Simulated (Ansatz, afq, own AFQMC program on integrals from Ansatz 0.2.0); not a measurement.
**AlBH2, singlet: AFQMC among the cluster methods**

```xyz
4

B     0.0000    0.0000    1.7315
Al    0.0000    0.0000   -0.5881
H     0.0000   -1.3671   -1.4148
H     0.0000    1.3671   -1.4148
```

Connectivity, by distances: B–AlH2.

Basis cc-pVTZ. Only valence electrons are correlated. Ansatz 0.2.0 and our own AFQMC program on the same integrals; the CISD trial comes from CCSD amplitudes, and released means the phaseless constraint is let go. Error bars are statistical, one sigma.

Determinant: RHF, the one that the program's search chose, which needn't be the lowest solution. The geometry is a PBE0/def2-TZVP stationary point of this or a neighbouring charge and spin state.

No full CI on the walks' own integrals is used here; CCSDT(Q) serves as the reference and is uncertain by about the last step of the cluster series.

Cautions: restricted determinant unstable towards unrestricted (UHF 563 meV lower, ⟨S²⟩ 0.87).

The T1 diagnostic is 0.0152. The weight of the determinant in the CISD state is 0.853 and the size of the correlated space is 8 electrons in 86 orbitals.

Reference: CCSDT(Q), correlation energy -5.198 eV. The released energy is read at 2.40 1/Eh (meV from the phaseless value at times in 1/Eh: 4 ± 6 at 0.24, 1 ± 6 at 0.51, -16 ± 10 at 0.99, -14 ± 5 at 1.62, -5 ± 7 at 2.40).

| level | E − E(reference) (kJ/mol) | share of correlation (%) |
| --- | --- | --- |
| HF | 501.6 | 0.00 |
| MP2 | 128.4 | 74.40 |
| CCSD | 17.9 | 96.43 |
| CCSD(T) | 4.1 | 99.19 |
| CCSDT | 0.9 | 99.82 |
| ph-AFQMC/HF | -0.3 ± 2.2 | 100.06 |
| ph-AFQMC/CISD | 1.3 ± 0.4 | 99.74 |
| released AFQMC | 0.8 ± 0.6 | 99.84 |

A walk keeps the symmetry of its determinant, which the program's search chose and which needn't be the lowest solution, so a lower state of the same spin and another symmetry isn't excluded. Released energies are given only where the last usable release times agree within the noise; a slower fall can still hide under it.
